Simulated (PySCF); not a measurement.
# Diatomics with 22 electrons

PBE0 in PySCF with def2-TZVP on every atom, for the lowest determinant that a PBE0 search found; no spin–orbit coupling. All have 22 electrons, 10 of them in the valence shells, and the same state, a singlet (closed shell). For ions De leads to the atom and ion picked by measured ionisation energies and electron affinities.

```csv
species,difference of nuclear charges,Re (Å),ωe (cm⁻¹),k (mdyn/Å),De (eV),dissociates to,Mayer bond order
AlF,4,1.664,787,4.07,6.76,Al + F,1.06
SiO,6,1.509,1276,9.76,7.90,Si + O,2.27
CS,10,1.529,1333,9.14,7.29,C + S,2.58
BCl,12,1.718,841,3.49,5.33,B + Cl,1.44
SiF⁺,5,1.536,1039,7.19,6.71,Si⁺ + F,1.47
PO⁺,7,1.420,1484,13.7,7.97,P⁺ + O,2.61
CCl⁺,11,1.535,1207,7.66,6.85,C⁺ + Cl,2.16
```

**Question.** Which member of the whole set has the stiffest bond, and how does it compare with the softest?

**Answer.** PO⁺ with k = 13.7 mdyn/Å, 3.9 times that of BCl.

For an ion De counts to the pair picked by the measured ionisation energies or electron affinities, which need not be the lowest pair at this level.
